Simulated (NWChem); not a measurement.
## How basis sets differ on Si2H6 (disilane)

Si2H6: 8 atoms, total charge 0, spin state singlet. SMILES: `[SiH3][SiH3]`. The shape is that of a PBE0-D4/def2-TZVP optimisation.

```xyz
8

Si   -0.3405    0.4902   -1.0049
Si    0.3635   -0.5044    0.9910
H     0.8339    0.9482   -1.7949
H    -1.1129   -0.4839   -1.8219
H    -1.2080    1.6641   -0.7179
H     1.1390    0.4686    1.8063
H     1.2281   -1.6805    0.7040
H    -0.8110   -0.9592    1.7826
```

Quantity: the vertical ionisation energy (to the doublet cation), in eV. The values are calculated.

| level | kind | program | value (eV) |
| --- | --- | --- | --- |
| SVWN5/3-21G | LDA | NWChem | 10.71 |
| SVWN5/6-31G | LDA | NWChem | 10.60 |
| SVWN5/6-31G* (spherical functions) | LDA | NWChem | 10.46 |
| SVWN5/STO-3G | LDA | NWChem | 8.69 |
| SVWN5/6-31G** (spherical functions) | LDA | NWChem | 10.45 |
| SVWN5/6-311G** | LDA | NWChem | 10.52 |

The values span 8.69 to 10.71 eV. Without the sets that lack polarisation functions the rows with a basis span only 10.45 to 10.52 eV.
